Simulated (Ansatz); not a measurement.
## Cd: from a trial structure to a relaxed crystal

Method: DFT PBEsol, scalar-relativistic, plane waves, PAW (Ansatz 0.2.0). Cutoff 420 eV, Γ-centred k mesh, Gaussian smearing, no spin polarisation in the final step.

Cd was placed on the simple hexagonal structure type (P6/mmm, No. 191), at a guessed volume.

```
CELL_PARAMETERS angstrom
3.00508 0.00000 0.00000
-1.50254 2.60248 0.00000
0.00000 0.00000 2.80787
ATOMIC_POSITIONS crystal
Cd 0.00000 0.00000 0.00000
```

Cell and atoms relax at zero pressure; the relaxation can't lower the symmetry of the start.

Energies count from the standard state of Cd at the same level.

Describe the relaxed structure.

It keeps P6/mmm (No. 191). The result has the simple hexagonal structure. Conventional cell: a = 2.937 Å, c = 3.100 Å. Around Cd lie 8 Cd at 2.94–3.10 Å.

```
Cd
1.0
     2.93694    0.00000    0.00000
    -1.46847    2.54347    0.00000
     0.00000    0.00000    3.10041
Cd
1
Direct
  0.00000 0.00000 0.00000
```

What are its volume, energy, density and gap?

The volume per atom is 23.16 Å³ and the density is 8.06 g/cm³. The energy over the standard structure is 0.11 eV/atom and the gap on the 21×21×20 mesh is 0 eV (a metal).

The final run used a 21×21×20 mesh on its 1-atom cell and 0.10 eV smearing. For metals, differences of a few meV/atom aren't resolved. Symmetry constrained the relaxation, so the result can be a saddle point.